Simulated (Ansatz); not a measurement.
# AlH₂O (quartet): wave-function methods side by side, def2-QZVPP

One table from this session's results is given with a row withheld; the runs are named, their logs left out.

Method: def2-QZVPP, core rule «outside noble gas», up to 6 orbitals frozen; program: Ansatz 0.2.0, Gaussian basis.

Plan: UHF; ROHF; CCSD(T) on UHF.

**The system**

The geometry is a PBE0/def2-TZVP stationary point (not a proven minimum).

4 atoms, charge 0, spin multiplicity 4.

Atoms are counted from 1 here; the program's logs count them from 0.

Bond lengths: Al1–O2 1.747 Å, Al1–H3 1.777 Å, Al1–H4 1.777 Å. Angles: O2–Al1–H3 65.9°, O2–Al1–H4 65.9°, H3–Al1–H4 131.8°.

Coordinates:

```
Al    0.0000    0.0000    0.6535
O     0.0000    0.0000   -1.0930
H     0.0000   -1.6221   -0.0723
H     0.0000    1.6221   -0.0723
```

Set-up of the first run:

The input, in.yaml:

```yaml
crystal:
  periodic: [false, false, false]
  atoms:
    - {symbol: Al, position_ang: [0.000000, 0.000000, 0.653528]}
    - {symbol: O, position_ang: [0.000000, 0.000000, -1.093006]}
    - {symbol: H, position_ang: [0.000000, -1.622098, -0.072304]}
    - {symbol: H, position_ang: [0.000000, 1.622098, -0.072304]}
basis:
  gaussian: {orbitals: "def2-QZVPP.json"}
magnetization: {spin_polarized: true, initial_magnetization: 3}
hamiltonian: {xc: hf}
output: {orbitals: {seedname: orbitals}}
```

Command:

```sh
$ ansatz run in.yaml --threads 1 --pin off --events-out ev --progress --plain --max-ram 2393MiB
```

Among the steps run: UHF; ROHF; CCSD(T) on UHF.

One table of the session follows, with a row left open; its other results are not shown here.

It belongs to the step «Misses and costs». 

| method | from UCCSD(T) (kcal/mol) |
| --- | --- |
| ROHF | +228.00 |
| UHF | +212.86 |
| UMP2 | +30.66 |
| UCCSD | ? |
| UCCSD(T) | 0 |

**Question.** Estimate the row for UCCSD.

The run gave: from UCCSD(T) (kcal/mol): +9.54. In the column «from UCCSD(T) (kcal/mol)» it lies between UCCSD(T) (0) and UMP2 (+30.66).
